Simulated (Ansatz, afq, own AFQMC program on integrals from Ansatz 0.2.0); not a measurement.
Integrals from Ansatz 0.2.0, then the random walk in our own AFQMC program (afq).

```yaml
crystal:
  periodic: [false, false, false]
  atoms:
    - {symbol: Ge, position_ang: [0.000000, -0.056494, 0.321116]}
    - {symbol: O, position_ang: [0.000000, 0.170933, -1.519976]}
    - {symbol: H, position_ang: [0.000000, 1.358088, 0.985018]}
basis:
  gaussian: {orbitals: cc-pVDZ}
magnetization: {spin_polarized: false, initial_magnetization: 3}
correlation: {method: ccsd_t, electrons: outside_noble_gas, hamiltonian_folder: ham}
```

```sh
$ ansatz run in.yaml --threads 1 --pin off --events-out ev --progress --plain --max-ram 1382MiB
```

afq runs on the folder ham with

```
--method free --trial cisd --walkers 60 --time-step 0.03 --max-blocks 80 --target-error 0.0004 --factor-cut 1e-05 --seed 4049 --times 0,0.21,0.42,0.81,1.2,1.8,2.4,3 --taylor-order 8
```

Times are imaginary, in 1/Eh. The walk had a cap of 766 s. Filled inner d shells are frozen with the cores.

```
orbitals 31  electrons 7 4  factors 235 of 500
reference energy -2150.66285060 Eh
CCSD correlation -0.23305146 Eh in 15 cycles, weight of the determinant in the CISD state 0.8892
repeat  energy at the last time / Eh  error
    10  -2150.900621  0.001094
    20  -2150.902556  0.000852
    30  -2150.902835  0.000685
    40  -2150.902686  0.000609
    50  -2150.902941  0.000611
    60  -2150.902737  0.000537
    70  -2150.903047  0.000521
    80  -2150.903010  0.000456
time / (1/Eh)  energy / Eh  error  mean overlap
  0.00  -2150.895904  0.000196  1.1237
  0.21  -2150.899022  0.000272  1.1243
  0.42  -2150.900331  0.000228  1.1231
  0.81  -2150.901788  0.000257  1.1162
  1.20  -2150.902228  0.000314  1.1218
  1.80  -2150.902828  0.000376  1.1289
  2.40  -2150.902831  0.000418  1.1351
  3.00  -2150.903010  0.000456  1.1402
energy -2150.903010 +/- 0.000456 Eh
```

Q: Estimate how long the walk took on 1 thread of Arm Neoverse V2 (shared host).

A: 2.2 min of wall time.

The run passed its tests (error under three times the target), which doesn't prove that it has relaxed.

Against this walk (error 12.4 meV) on the same determinant: CCSD(T) 44.2 meV higher, CCSDT(Q) 1.7 meV higher (within the noise). The error is statistical, and a free projection of finite length keeps a remainder of its start.

Cautions: remainder of the start not in the error; error above the target (12.4 against 10.9 meV); no relativity below Rb; no spin-orbit coupling; inner d shell frozen; lower spins were not checked.

CCSDT and higher add their correlation energy to the determinant of the CCSD(T) run, since their own runs factorise the integrals more tightly (a shift of under 2 meV). A walk keeps the symmetry of its determinant, which the program's search chose and which needn't be the lowest solution, so a lower state of the same spin and another symmetry isn't excluded.
